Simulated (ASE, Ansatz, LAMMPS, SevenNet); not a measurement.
**Ladder of methods for the elastic constant C44 of fcc Ag**

Reference value: 51.1 GPa (measured, 0 K, low-temperature values given for 0 K; zero-point effects included; as tabulated in Li et al. (2021), arXiv:2102.01972).

What do EMT, Lennard-Jones jacobson2022, Morse jacobson2022, SevenNet-0, LDA, PBE, PBEsol, r²SCAN, HSE06 give, and how far is each from the reference?


| level (code) | value (GPa) | cell (Å³/atom) | difference (%) |
|---|---|---|---|
| EMT (ASE) | 54.2 | 16.77 | +6.1 |
| Lennard-Jones jacobson2022 (LAMMPS) | 180 | 16.84 | +252 |
| Morse jacobson2022 (LAMMPS) | 86.5 | 16.85 | +69 |
| SevenNet-0 | 21.3 | 18.09 | -58 |
| LDA (Ansatz) | 61.9 | 16.01 | +21 |
| PBE (Ansatz) | 42.2 | 17.84 | -17.4 |
| PBEsol (Ansatz) | 55.8 | 16.66 | +9.2 |
| r²SCAN (Ansatz) | 45.7 | 17.28 | -10.6 |
| HSE06 (Ansatz) | 43.0 | 17.73 | -15.9 |

Once the reference is moved by up to 5.0 % (a margin picked here for doubts on the reference and the settings, and for temperature and zero-point motion) and values within 1.7 % count as equal, the nearest can be EMT (+6.1 %) or r²SCAN (-10.6 %). Among them Lennard-Jones jacobson2022 (+252 %) misses by most.

The reference isn't brought to a static lattice, while the calculations are for one, so the differences are not the levels' errors alone.  HSE06: hybrids on metals are sensitive to the k mesh. HSE06: the run warned that the count of filled bands differs between k points. Each level is taken at its own relaxed cell. Cutoffs and k meshes differ between the levels. Ansatz's density-functional and Hartree–Fock values are scalar-relativistic unless marked +SOC, with PAW data made under PBE.

Empirical potentials (EMT, Lennard-Jones jacobson2022, Morse jacobson2022) are fitted to chosen data: where that held the value shown, agreement is built in, and what lay outside the fit can be far off. Machine-learned potentials (SevenNet-0) are trained on DFT data: a solid inside that data is no test of them.

Differences are worked out from the printed values.

Ansatz is a first-principles code.
